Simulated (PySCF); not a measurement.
Identify the unknown among the candidates.

All candidates are C5H9F.

- 13C NMR: chemical shifts (computed TMS as zero) by class: 81.5 (1 C), 33.5 (1 C), 13.0 (2 C), 12.5 (1 C) ppm [GIAO PBE0/pcSseg-1]
- UV, first state: lowest singlet excitation: 7.75 eV (160 nm, f = 0.012) [TDDFT CAM-B3LYP/def2-SVPD]
- Rotational structure: rotational constants A, B, C: 5.557, 2.815, 2.424 GHz [GFN2-xTB]
- NMR, other nuclei: isotropic shieldings of nuclei other than C and H, by class: 388 (1 F) ppm [GIAO PBE0/pcSseg-1]
- Couplings: largest of the computed one-bond spin–spin couplings (means over like bonds): 19F–13C -280.6, 13C–1H +168.4 (×2), 13C–1H +164.1 (×2), 13C–1H +134.0 (×2), 13C–1H +133.1 (×3), 13C–13C +52.4, 13C–13C +33.9, 13C–13C +18.7 (×2) Hz [B3LYP/pcJ-1, spin–dipole term left out for some pairs]
- Polarisability: 58.9 au [CAM-B3LYP/def2-SVPD]
- Dipole: 1.83 D [CAM-B3LYP/def2-SVPD]

The electronic properties come from PySCF, for the isolated species, density fitting. Levels stand in brackets. One conformer (not necessarily the lowest) at the GFN2-xTB geometry, without solvent, vibrations or thermal averaging. Each NMR value is the plain mean over a class of atoms that symmetry, rotation or inversion makes alike.

Problem. Which candidate is it?
A. `CCC1(F)CC1`
B. `CC[C@@H]1C[C@H]1F`
C. `C=C(C)CCF`

Solution. A. It is `CCC1(F)CC1`. Numbering: `[CH3:1][CH2:2][C:3]1([F:4])[CH2:5][CH2:6]1`. Its formula, C5H9F, gives 1 degree of unsaturation: 1 ring and 0 π bonds in the structure found. 5 carbons fall into 4 classes; from least to most shielded: sp3 C–F carbon [C3] (81.5 ppm), chain CH2 carbon [C2] (33.5 ppm), three-membered-ring carbon [C5/C6] (13.0 ppm, 2 C, up to 2.8 ppm apart in this geometry), methyl carbon [C1] (12.5 ppm). The other shieldings belong to: 388 ppm, alkyl fluorine [F4]. The couplings run between: -280.6 Hz, alkyl fluorine [F4] and sp3 C–F carbon [C3]; +168.4 Hz, three-membered-ring carbon [C5] and its hydrogen (with 1 like pair); +164.1 Hz, three-membered-ring carbon [C5] and its hydrogen (with 1 like pair); +134.0 Hz, chain CH2 carbon [C2] and its hydrogen (with 1 like pair); +133.1 Hz, methyl carbon [C1] and its hydrogen (with 2 like pairs); +52.4 Hz, chain CH2 carbon [C2] and sp3 C–F carbon [C3]; +33.9 Hz, methyl carbon [C1] and chain CH2 carbon [C2]; +18.7 Hz, sp3 C–F carbon [C3] and three-membered-ring carbon [C5] (with 1 like pair). The optimised geometry has point group C1 and is an asymmetric top.

The others, at the same levels:
- `C=C(C)CCF` fails: it has 5 carbon classes against 4; its computed 13C shifts are 157.6 (1 C), 117.0 (1 C), 92.7 (1 C), 43.9 (1 C), 28.1 (1 C) ppm, lowest singlet excitation is 6.93 eV (179 nm, f = 0.129) (against 7.75 eV) and static isotropic polarisability is 62.4 au (against 58.9 au).
- `CC[C@@H]1C[C@H]1F` fails: it has 5 carbon classes against 4; its computed 13C shifts are 76.5 (1 C), 28.8 (1 C), 23.2 (1 C), 14.9 (1 C), 13.8 (1 C) ppm, rotational constant A is 9.611 GHz (against 5.557 GHz) and smallest rotational constant is 1.708 GHz (against 2.424 GHz).

Each candidate is one conformer, not necessarily the lowest. The conformers computed, where there is a choice (atom-mapped SMILES and torsion angles):
- `[CH3:1][CH2:2][C:3]1([F:4])[CH2:5][CH2:6]1`: C1–C2–C3–F4 -67°
- `[CH2:1]=[C:2]([CH3:3])[CH2:4][CH2:5][F:6]`: C1–C2–C4–C5 -93°, C2–C4–C5–F6 -71°
- `[CH3:1][CH2:2][C@@H:3]1[CH2:4][C@H:5]1[F:6]`: C1–C2–C3–C4 -83°

One-bond C–F couplings are unscaled; at this level they come out some 30 % too large in size.
